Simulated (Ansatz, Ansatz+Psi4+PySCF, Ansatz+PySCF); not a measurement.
```xyz
8

C     0.0000   -0.1752   -1.2278
N     0.0000    0.4841   -0.0218
C     0.0000   -0.1435    1.2067
H     0.0000    0.4073   -2.1334
H     0.0000   -1.2512   -1.2052
H     0.0000    1.4938   -0.0200
H     0.0000    0.5807    2.0398
O     0.0000   -1.3961    1.3616
```

Basis set: cc-pVTZ (spherical functions). Frozen core: 4 orbitals. Correlation on ROHF uses semicanonical orbitals with singles. Charge 0, multiplicity 2.

Computed with Ansatz (development build ahead of 0.2.0); each method stands on the lowest determinant of its kind that the runs found.

The atomization energy at this shape (free ground-state atoms in the same class of orbitals less the molecule, no zero-point energy) of doublet C2H4NO:

```
  method  atomization energy
ROHF-MP2       3123.2 kJ/mol
```

**Question.** What does UHF-MP2 give?

**Answer.** 3117.8 kJ/mol.
